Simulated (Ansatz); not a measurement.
## How methods differ on CF+ (SMILES [C+]F)

CF+: 2 atoms, total charge +1, spin state singlet. SMILES: `[C+]F`. Geometry: optimised at PBE0/def2-SVP.

```xyz
2

C     0.4925   -0.1609    0.2533
F    -0.4925    0.1609   -0.2533
```

Each level gives the dissociation energy of the F2–C1 bond into singlet F+ and triplet C (shapes relaxed at PBE0/def2-SVP, no zero-point term) (eV). The values are calculated.

```json
{"level": "HF/def2-TZVPP", "kind": "Hartree–Fock", "program": "Ansatz", "value (eV)": "14.69", "less CCSD(T)/def2-TZVPP": "-1.82"}
{"level": "SVWN5/def2-TZVPP", "kind": "LDA", "program": "Ansatz", "value (eV)": "19.63", "less CCSD(T)/def2-TZVPP": "+3.12"}
{"level": "r2SCAN/def2-TZVPP", "kind": "meta-GGA", "program": "Ansatz", "value (eV)": "18.02", "less CCSD(T)/def2-TZVPP": "+1.51"}
{"level": "B3LYP/def2-TZVPP", "kind": "global hybrid", "program": "Ansatz", "value (eV)": "17.69", "less CCSD(T)/def2-TZVPP": "+1.18"}
{"level": "CAM-B3LYP/def2-TZVPP", "kind": "range-separated hybrid", "program": "Ansatz", "value (eV)": "17.78", "less CCSD(T)/def2-TZVPP": "+1.27"}
{"level": "B2PLYP/def2-TZVPP", "kind": "double hybrid", "program": "Ansatz", "value (eV)": "17.63", "less CCSD(T)/def2-TZVPP": "+1.12"}
{"level": "MP2/def2-TZVPP", "kind": "perturbation theory", "program": "Ansatz", "value (eV)": "17.85", "less CCSD(T)/def2-TZVPP": "+1.34"}
{"level": "CCSD(T)/def2-TZVPP", "kind": "coupled cluster or CI", "program": "Ansatz", "value (eV)": "16.51", "less CCSD(T)/def2-TZVPP": "0.00"}
```

Differences are taken from CCSD(T)/def2-TZVPP for orientation; it has basis-set and higher-order errors of its own. The values span 14.69 to 19.63 eV. Hartree–Fock misses the correlation of the electron pair that is broken and comes out low. Measured bond enthalpies also hold zero-point and thermal terms, a few tenths of an eV less.
